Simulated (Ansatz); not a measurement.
Relaxation of AlBClH$_{2}$ (5 atoms, charge 0, multiplicity 2), to a largest force component of 0.02 eV/Å in at most 50 steps.

These are results of Ansatz 0.2.0, UKS LDA/def2-SVP, not measurements.

```xyz
5
Properties=species:S:1:pos:R:3:forces:R:3
Al -0.555 0.372 -0.390 0.18 0.29 0.27
B 0.930 -0.457 0.710 -1.12 0.27 -0.96
Cl 2.025 -1.495 1.370 0.92 -0.55 0.66
H -1.463 -0.296 -1.483 -0.02 -0.61 -0.24
H -0.937 1.876 -0.208 0.05 0.59 0.26
```

Question: Where does it end, and by what steps?

Answer: The forces met the threshold. After 4 steps the energy has fallen by 0.197 eV; B2 moved furthest, 0.19 Å.

```json
{"step": "0", "energy less start (eV)": "0.0000", "largest force component (eV/Å)": "1.118", "accepted": "yes"}
{"step": "1", "energy less start (eV)": "-0.1818", "largest force component (eV/Å)": "0.420", "accepted": "yes"}
{"step": "2", "energy less start (eV)": "-0.1942", "largest force component (eV/Å)": "0.042", "accepted": "yes"}
{"step": "3", "energy less start (eV)": "-0.1966", "largest force component (eV/Å)": "0.041", "accepted": "yes"}
{"step": "4", "energy less start (eV)": "-0.1969", "largest force component (eV/Å)": "0.011", "accepted": "yes"}
```

```xyz
5
Properties=species:S:1:pos:R:3
Al -0.610 0.415 -0.425
B 0.836 -0.565 0.584
Cl 2.043 -1.388 1.425
H -1.439 -0.423 -1.507
H -0.830 1.961 -0.077
```

Run time: 8.2 s on 1 thread of Arm Neoverse V1, on a shared host, peak memory 0.14 GiB.
